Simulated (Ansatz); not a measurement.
## How far each method lies from UCCSDT(Q) for [Br···H···CH₂], triplet

Geometry: a point of a hydrogen-transfer path between rigid fragments, not a stationary point.

```xyz
5

Br   -0.4972    0.0000    0.0000
H     1.3948    0.0000    0.0000
C     2.6728    0.0000    0.0000
H     3.0872    0.0000    0.9962
H     3.0872    0.0000   -0.9962
```

Basis cc-pVDZ; Ansatz 0.2.0. Correlated methods freeze the noble-gas cores and the filled d shells of p-block atoms, which leaves 14 electrons in 41 orbitals. Prefix R: restricted or restricted open-shell reference; prefix U: unrestricted. Active spaces: valence = (14e, 11o) chosen from the atoms' valence shells. No spin–orbit coupling is included, and no scalar relativity.

Full CI isn't at hand for all of this; UCCSDT(Q) serves as the reference, and is uncertain by about the last step of the cluster series. The frozen core follows each run's orbitals, which can shift R against U totals by a few meV for light atoms and by up to 0.1 eV past Ca.

```
UHF ⟨S²⟩                          : 2.052
T1 diagnostic (RCCSD)             : 0.0220
largest doubles amplitude (RCCSD) : 0.057
T1 diagnostic (UCCSD)             : 0.0124
```

**Question.** From what is known of these methods and the diagnostics, rank them by the size of their error in total energy against UCCSDT(Q) in cc-pVDZ, smallest first (an estimate: the text doesn't fix the numbers).
A. UCCSD(T)
B. UCCSDT
C. UHF
D. UCCSD
E. UMP2

**Answer.** B (0.22 kcal/mol), A (0.70 kcal/mol), D (3.72 kcal/mol), E (27.17 kcal/mol), C (170.46 kcal/mol).

All errors are against UCCSDT(Q) in cc-pVDZ. Within each family the higher level lies nearer, as is usual though not guaranteed.

Natural occupations of CASSCF (valence space) about the gap: 1.979 1.978 1.962 1.001 1.000 0.039 0.024 0.018; effectively unpaired electrons, Σ n²(2−n)², 2.02.
